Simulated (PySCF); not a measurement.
Molecule: SMILES CO[C@@H](C)CF, C$_{4}$H$_{9}$FO.

Geometry (Å), atoms numbered from 1 in this order:
```xyz
15

C     1.996   -0.144    0.386
O     0.694   -0.570    0.713
C    -0.290   -0.245   -0.245
C    -1.547   -1.027    0.122
C    -0.596    1.260   -0.278
F     0.279    1.932   -1.100
H     2.296   -0.518   -0.600
H     2.085    0.947    0.389
H     2.651   -0.562    1.148
H     0.060   -0.540   -1.249
H    -1.929   -0.681    1.078
H    -2.311   -0.901   -0.641
H    -1.301   -2.081    0.210
H    -0.497    1.693    0.722
H    -1.597    1.447   -0.676
```

Frames of a GFN2-xTB Langevin trajectory at 200 K; GIAO PBE0/pcSseg-1 shieldings in PySCF 2.14, gas phase, non-relativistic; equivalent atoms averaged within each frame.

Referencing at the same level of theory: 13C (σ = 186.93 ppm) and 1H (σ = 31.72 ppm) vs TMS; 17O (σ = 336.08 ppm) against H2O; 19F (σ = 170.95 ppm) vs CFCl3. The references are static minima.

How do the shifts (ppm) fluctuate along the trajectory?

## Answers


| time (fs) | C5 | C3 | C1 | C4 | O2 | F6 | H15 | H14 | H10 | H7/H8/H9 |
| --- | --- | --- | --- | --- | --- | --- | --- | --- | --- | --- |
| 250 | 97.0 | 84.4 | 62.1 | 19.8 | 53.4 | -236.1 | 5.05 | 4.71 | 4.18 | 4.10 |
| 425 | 89.8 | 80.2 | 56.6 | 19.0 | 38.4 | -236.5 | 4.59 | 4.68 | 4.04 | 3.52 |
| 625 | 99.1 | 88.3 | 63.5 | 16.1 | 59.6 | -238.3 | 4.54 | 4.67 | 3.99 | 3.74 |
| 800 | 99.7 | 81.0 | 55.3 | 19.8 | 42.3 | -243.7 | 4.65 | 4.95 | 3.46 | 3.72 |
| 1000 | 94.0 | 84.7 | 67.1 | 24.0 | 64.2 | -237.5 | 4.57 | 4.13 | 3.88 | 4.26 |
| mean of frames | 95.9 | 83.7 | 60.9 | 19.7 | 51.6 | -238.4 | 4.68 | 4.63 | 3.91 | 3.87 |
| standard deviation | 4.1 | 3.2 | 4.9 | 2.8 | 11.0 | 3.1 | 0.21 | 0.30 | 0.27 | 0.30 |

5 frames give an uncertainty of the mean of about the standard deviation over 2.2 at best, since frames this close in time may not be independent; classical motion lacks zero-point vibration, and the reference would need the same averaging.
